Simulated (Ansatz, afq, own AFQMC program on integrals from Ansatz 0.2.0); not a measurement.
# Where AFQMC and coupled cluster stand for HfH⁺, triplet

```xyz
2

Hf    0.0000    0.0000    0.0000
H     0.0000    0.0000    1.8316
```

Basis def2-TZVP with its core potentials. Only valence electrons are correlated. Ansatz 0.2.0 and our own AFQMC program on the same integrals; the CISD trial comes from CCSD amplitudes, and released means the phaseless constraint is let go. Error bars are statistical, one sigma. No spin–orbit coupling. The metal's outer-core s and p shells are frozen, which shifts wave-function levels against functionals.

Determinant: UHF, the one that the program's search chose, which needn't be the lowest solution. The geometry is a PBE0/def2-TZVP stationary point of this or a neighbouring charge and spin state.

Full CI on the same integrals is exact in this basis and with this determinant's frozen core.

Cautions: no spin-orbit coupling; outer-core shells of the metal frozen; lower spins were not checked.

```
T1 diagnostic                               : 0.0196
weight of the determinant in the CISD state : 0.960
⟨S²⟩ of the determinant                     : 2.007
size of the correlated space                : 4 electrons in 42 orbitals
```

```tsv
level	correlation energy (eV)
MP2	-0.9807
CCSD	-1.2888
CCSD(T)	-1.3114
```

**Question.** Estimate where phaseless AFQMC with a CISD trial lies against CCSD(T) on the same integrals.

**Answer.** 0.5 ± 2.1 meV below CCSD(T). The gap is under twice the noise, so this walk alone can't tell the two apart.

Reference: full CI, correlation energy -1.320 eV. The released energy is read at 2.40 1/Eh (meV from the phaseless value at times in 1/Eh: 0 ± 3 at 0.24, -4 ± 3 at 0.51, -8 ± 3 at 0.99, -9 ± 4 at 1.62, -6 ± 4 at 2.40).

| level | E − E(reference) (meV) | share of correlation (%) |
| --- | --- | --- |
| CCSD(T) | 9.1 | 99.31 |
| CCSDT | 0.3 | 99.98 |
| CCSDT(Q) | 0.1 | 99.99 |
| ph-AFQMC/CISD | 8.6 ± 2.1 | 99.35 |
| released AFQMC | 2.8 ± 3.6 | 99.79 |

CCSDT and higher add their correlation energy to the determinant of the CCSD(T) run, since their own runs factorise the integrals more tightly (a shift of under 2 meV). A walk keeps the symmetry of its determinant, which the program's search chose and which needn't be the lowest solution, so a lower state of the same spin and another symmetry isn't excluded. Released energies are given only where the last usable release times agree within the noise; a slower fall can still hide under it.
